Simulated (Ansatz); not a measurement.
What a trial cell of AlP3Ru2 relaxes into

Level of theory: DFT PBE, scalar-relativistic, plane waves, PAW in Ansatz. Cutoff 420 eV, Γ-centred k mesh, Gaussian smearing, no spin polarisation in the final step.

The start puts AlP3Ru2 on the sites of a reported ZrCo3B2 cell (P6/mmm, No. 191), with Al in place of Zr, Ru in place of B, P in place of Co, at a guessed volume.

```xyz
6
Lattice="5.5204 0.0000 0.0000 -2.7602 4.7808 0.0000 0.0000 0.0000 3.4543" Properties=species:S:1:pos:R:3 pbc="T T T"
Al    0.0000    0.0000    0.0000
P     2.7602    0.0000    1.7272
P     1.3801    2.3904    1.7272
P    -1.3801    2.3904    1.7272
Ru    0.0000    3.1872    0.0000
Ru    2.7602    1.5936    0.0000
```

Cell and atoms relax at zero pressure; the relaxation can't lower the symmetry of the start. After a coarse first stage the cell is made exact in the group found at 0.06 Å.

Energies over the elements count from the elements' standard structures at the same level, with no empirical corrections.

Question: Describe the relaxed structure.

Answer: It keeps P6/mmm (No. 191), but not the shape of the type it started on. Conventional cell: a = 4.856 Å, c = 4.286 Å. Around Al lie 6 Ru at 2.80 Å (next P at 3.24 Å); P has 4 P at 2.43 Å and 4 Ru at 2.56 Å; around Ru lie 6 P at 2.56 Å, 3 Al at 2.80 Å and 3 Ru at 2.80 Å.

```xyz
6
Lattice="4.8561 0.0000 0.0000 -2.4281 4.2055 0.0000 0.0000 0.0000 4.2861" Properties=species:S:1:pos:R:3 pbc="T T T"
Al    0.0000    0.0000    0.0000
P     2.4281    0.0000    2.1431
P     1.2140    2.1028    2.1431
P    -1.2140    2.1028    2.1431
Ru    0.0000    2.8037    0.0000
Ru    2.4281    1.4018    0.0000
```

Question: What are its volume, energy, density and gap?

Answer: The volume per atom is 14.59 Å³, the density is 6.11 g/cm³ and the energy over the elements is 0.20 eV/atom. The gap on the 12×12×10 mesh is 0 eV (a metal).

The final run used a 12×12×10 mesh on its 6-atom cell and 0.10 eV smearing. For metals, differences of a few meV/atom aren't resolved. A structure relaxed within its symmetry needn't be a true minimum.

Cost: 3 runs of about 0.73 core-minutes in all, on AMD EPYC 9R45 (Zen 5) (shared hosts).